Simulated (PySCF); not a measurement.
Match the calculated data to a structure.

All candidates are C4H3O2 (charge -1).

| technique | computed result |
| --- | --- |
| Rotational structure | rotational constants A, B, C: 10.118, 2.171, 1.834 GHz [PBE0-D3(BJ)/def2-SVP] |
| NMR, other nuclei | isotropic shieldings of nuclei other than C and H, by class: -16 (2 O) ppm [GIAO B97-2/pcSseg-2] |
| 13C NMR | chemical shifts (computed TMS as zero) by class: 226.3 (1 C), 163.6 (1 C), 104.6 (1 C), 66.0 (1 C) ppm [GIAO B97-2/pcSseg-2] |
| 1H NMR | chemical shifts (computed TMS as zero) by class: 5.64 (1 H), 4.02 (2 H) ppm [GIAO B97-2/pcSseg-2] |
| Couplings | largest of the computed one-bond spin–spin couplings (means over like bonds): 13C–1H +173.0 (×2), 13C–1H +167.3, 13C–13C +113.5, 13C–13C +106.6, 13C–13C +49.0, 17O–13C +28.1 (×2) Hz [B3LYP/pcJ-1] |

Electronic properties: PySCF, gas phase, density fitting. Levels stand in brackets. Isolated species at its PBE0-D3(BJ)/def2-SVP geometry, gas phase. No diffuse functions stand in pcJ-1 and pcSseg-2, which bears on an anion's orbital energies. NMR values are class means; diastereotopic atoms form classes of their own.

**Question.** Which candidate is it?
A. `C=C=CC(=O)[O-]`
B. `O=C([O-])C1C=C1`
C. `C#CCC(=O)[O-]`

**Answer.** A. It is `C=C=CC(=O)[O-]`. Numbering: `[CH2:1]=[C:2]=[CH:3][C:4](=[O:5])[O-:6]`. 4 carbons fall into 4 classes; from least to most shielded: central carbon of cumulated double bonds [C2] (226.3 ppm), carboxylate carbon [C4] (163.6 ppm), outer carbon of cumulated double bonds [C3] (104.6 ppm), outer carbon of cumulated double bonds [C1] (66.0 ppm). Hydrogen classes from least to most shielded: 1 H on an outer carbon of cumulated double bonds, C3 (5.64 ppm), 2 H on an outer carbon of cumulated double bonds, C1 (4.02 ppm). The other shieldings belong to: -16 ppm, carboxylate oxygen [O5/O6]. The couplings run between: +173.0 Hz, outer carbon of cumulated double bonds [C1] and its hydrogen (with 1 like pair); +167.3 Hz, outer carbon of cumulated double bonds [C3] and its hydrogen; +113.5 Hz, outer carbon of cumulated double bonds [C1] and central carbon of cumulated double bonds [C2]; +106.6 Hz, central carbon of cumulated double bonds [C2] and outer carbon of cumulated double bonds [C3]; +49.0 Hz, outer carbon of cumulated double bonds [C3] and carboxylate carbon [C4]; +28.1 Hz, carboxylate oxygen [O5] and carboxylate carbon [C4] (with 1 like pair). The optimised geometry has point group C1 and is an asymmetric top.

The others, at the same levels:
- `C#CCC(=O)[O-]` fails: its computed 13C shifts are 165.5 (1 C), 98.3 (1 C), 61.9 (1 C), 35.4 (1 C) ppm, 1H shifts are 2.67 (2 H), 1.25 (1 H) ppm and rotational constant A is 7.802 GHz (against 10.118 GHz).
- `O=C([O-])C1C=C1` fails: it has 3 carbon classes against 4; its computed 13C shifts are 178.1 (1 C), 121.2 (2 C), 25.4 (1 C) ppm, 1H shifts are 6.95 (2 H), 2.13 (1 H) ppm and rotational constant A is 8.593 GHz (against 10.118 GHz).

Each candidate is one conformer, not necessarily the lowest. Dipoles, sizes and rotational constants follow the conformer. The torsions of the flexible species, by atom-mapped SMILES:
- `[CH2:1]=[C:2]=[CH:3][C:4](=[O:5])[O-:6]`: C2–C3–C4–O5 -157°
- `[CH:1]#[C:2][CH2:3][C:4](=[O:5])[O-:6]`: C2–C3–C4–O5 92°
- `[O:1]=[C:2]([O-:3])[CH:4]1[CH:5]=[CH:6]1`: O1–C2–C4–C5 -152°
